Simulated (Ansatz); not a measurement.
System: solid iodine. Method: r²SCAN in Ansatz (PAW).

Run with plane-wave cutoff 600 eV, 6×6×2 k mesh (along the axes of the cell as run), Fermi–Dirac smearing 0.01 eV, scalar-relativistic PAW data made under PBE.

Starting structure:

```
I
1.0
    3.63500    -2.39500     0.00000
    3.63500     2.39500     0.00000
    0.00000     0.00000     9.79000
I
4
Direct
  0.15400   0.84600   0.88300
  0.34600   0.65400   0.38300
  0.65400   0.34600   0.61700
  0.84600   0.15400   0.11700
```

Q: Into what structure does the relaxation of cell and atoms lead at this level, with the symmetry of the start kept?

A: The volume goes up by 3.8 %; final space group Cmce.
```
I
1.0
    3.86765    -2.32045     0.00000
    3.86765     2.32045     0.00000
    0.00000     0.00000     9.86209
I
4
Direct
  0.15509   0.84491   0.88004
  0.34491   0.65509   0.38004
  0.65509   0.34491   0.61996
  0.84491   0.15509   0.11996
```

Note: the cell comes from a level without a dispersion term, which matters for the spacing of layers, chains or molecules.

Ansatz is an electronic-structure program.
